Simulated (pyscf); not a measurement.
Optimised with ωB97X-D3(BJ)/def2-SVP in PySCF.

### Question
For the elementary gas-phase step H₃C–InH–CH₃ + ammonia (NH₃) → H₃C–In(CH₃)–NH₂ + hydrogen (H₂) (singlet surface; H–In, H–N broken, In–N, H–H formed), what barrier and reaction energy does ωB97M-D3(BJ)/def2-TZVP give, measured from the separated reactants?

### Answer
ΔE‡ = 19.5 kcal/mol, ΔE = +0.9 kcal/mol. Zero-point energy shifts the barrier by -0.8 kcal/mol. It is a four-centre exchange, with an imaginary mode of 1278i cm⁻¹. On the reactant side the descent ends in an adduct with a In–N contact, 19.5 kcal/mol under the separated species and 36.4 kcal/mol under the saddle at ωB97X-D3(BJ)/def2-TZVP. What is counted as formed (In–N) is already present as a longer contact in the reactant adduct; forming that adduct is a step of its own. At the saddle there is also a short H–In contact that neither side keeps. At ωB97X-D3(BJ) the barrier from the zero used here is 16.9 kcal/mol. One saddle was located; it need not be the lowest between these sides. Elements past Kr carry the def2 core potentials, without spin-orbit coupling.
